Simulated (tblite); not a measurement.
## Reproducing measurements on C6H6

**Experimental background.**

From CRC Handbook of Chemistry and Physics, for the gas at 298.15 K: standard entropy 269.2 J/(mol K).

The runs below try to reproduce these values; the comparison stands at the end.

Species: C6H6.
Atom-mapped SMILES: `[cH:1]1[cH:2][cH:3][cH:4][cH:5][cH:6]1` (hydrogens: H7 on C1; H8 on C2; H9 on C3; H10 on C4; H11 on C5; H12 on C6)

Geometry (GFN2-xTB, Å), atoms numbered from 1 in this order:
```
atom  x, y, z in Å
C1     0.9553    1.0021   -0.0209
C2     1.3456   -0.3263   -0.0146
C3     0.3904   -1.3285    0.0033
C4    -0.9551   -1.0023    0.0158
C5    -1.3455    0.3261    0.0101
C6    -0.3903    1.3283   -0.0076
H7     1.7008    1.7840   -0.0353
H8     2.3956   -0.5808   -0.0238
H9     0.6951   -2.3652    0.0082
H10   -1.7006   -1.7843    0.0298
H11   -2.3954    0.5812    0.0202
H12   -0.6946    2.3650   -0.0113
```

GFN2-xTB wavenumbers (cm⁻¹, harmonic, unscaled, at the method's own geometry): 368, 368, 579, 579, 658, 693, 882, 882, 931, 931, 937, 957, 1067, 1091, 1091, 1176, 1198, 1198, 1304, 1320, 1461, 1461, 1601, 1601, 3069, 3072, 3072, 3084, 3084, 3093. Point group D6h, symmetry number 12. Entropy at 298.15 K and 1 bar in J/(mol K): translation 163.2, rotation 86.5, vibration 21.0.

Results beside the measurements:

**Standard entropy at 298.15 K.** Measured: 269.2 J/(mol K) (298.15 K; CRC Handbook of Chemistry and Physics).

```
                                        level  computed (J/(mol K))  computed − measured (J/(mol K))  % (from the printed values)
GFN2-xTB, rigid rotor and harmonic oscillator                 270.7                             +1.5                           +1
```

Ideal gas at 1 bar, most abundant isotopes; table values of this kind come from calorimetry or from spectroscopic constants.

No measured geometry was used, and the causes of the misses weren't examined.
